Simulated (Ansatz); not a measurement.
`PBS` + CH₃SH → `CSP` + `BS` at 500 K and 1 bar (cleavage of the P–B bond).

Computed with Ansatz on PBE0-D4/def2-TZVP structures; ΔE is electronic, products minus reactants. CCSD(T)/CBS adds triple-zeta CCSD(T) − MP2 to the extrapolated MP2 energy (def2 sets, frozen cores). This one scheme is used for every species. One conformer a species, not always the lowest.

```
species  CCSD(T)/CBS energy (Eh)  H − E (kJ/mol)  S (J/(mol·K))
  `PBS`               -765.92930           139.4          340.4
  CH₃SH               -438.22835           145.1          283.7
  `CSP`               -779.77158           183.3          355.7
   `BS`               -424.38198           102.0          273.9
```

H − E and S are ideal-gas, rigid-rotor, harmonic terms from PBE0-D4/def2-TZVP, for one conformer and one mirror image of each species. 1 Eh = 2625.50 kJ/mol, R = 8.31446 J/(mol·K).

Problem. By hand: ΔE, ΔH, ΔS and ΔG.

Solution. ΔE = (-779.77158) + (-424.38198) − (-765.92930) − (-438.22835) = 0.00409 Eh = 10.7 kJ/mol. Δ(H − E) = 183.3 + 102.0 − 139.4 − 145.1 = 0.8, so ΔH = 11.5 kJ/mol. ΔS = 355.7 + 273.9 − 340.4 − 283.7 = 5.5 J/(mol·K). ΔG = 11.5 − 500 × (5.5)/1000 = 8.8 kJ/mol.

Problem. By hand: the equilibrium constant, and the temperature at which ΔG would vanish if ΔH and ΔS stayed fixed.

Solution. log₁₀ K = −ΔG/(RT ln 10) = -0.9. ΔG = 0 at ΔH/ΔS = 2091 K, though so small a ΔS makes that figure unsure.

The number of gas molecules stays the same, so ΔS is small and ΔH decides. A doubt of 5 kJ/mol in ΔE shifts log₁₀ K by 0.5 here. Other conformers and mirror images would add mixing entropy, several J/(mol·K) or more a flexible species. These are equilibria of isolated gas molecules and say nothing of rates. Largest T1 diagnostic: 0.016 (customary marks: 0.02 for closed shells, 0.045 for open ones).
